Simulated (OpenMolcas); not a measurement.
Worked example: vertical energy of the quartet above the doublet of AlO (oxoaluminum)

AlO has 2 atoms, charge 0, and is taken as a doublet. As SMILES, `[O]=[Al]`. The coordinates come from a PBE0-D4/def2-TZVP relaxation.

```xyz
2

O     0.0000    0.0000   -0.0249
Al    0.0000    0.0000    1.5950
```

Both states at this one shape; open shells run unrestricted unless said. 1 Eh = 27.2114 eV.

| level | program | doublet AlO (Eh) | quartet AlO (Eh) |
| --- | --- | --- | --- |
| ROHF/STO-3G | OpenMolcas | -312.767742 | -312.654130 |
| UTPSS/def2-TZVPPD | OpenMolcas | -317.683366 | -317.540482 |
| UM06-2X/STO-3G | OpenMolcas | -313.587887 | -313.415495 |
| UM06-2X/def2-TZVPPD | OpenMolcas | -317.600941 | -317.462027 |

Question: Work out the vertical gap, second state less first, at each level.

Answer: 
1. ROHF/STO-3G: -312.654130 − (-312.767742) = 0.113612 Eh = 3.09 eV.
2. UTPSS/def2-TZVPPD: -317.540482 − (-317.683366) = 0.142884 Eh = 3.89 eV.
3. UM06-2X/STO-3G: -313.415495 − (-313.587887) = 0.172392 Eh = 4.69 eV.
4. UM06-2X/def2-TZVPPD: -317.462027 − (-317.600941) = 0.138914 Eh = 3.78 eV.

No measured value is set beside it here; the levels span 3.09 to 4.69 eV. Hartree–Fock favours the state with fewer electron pairs, since it lacks pair correlation. Minimal sets are far from the basis-set limit.
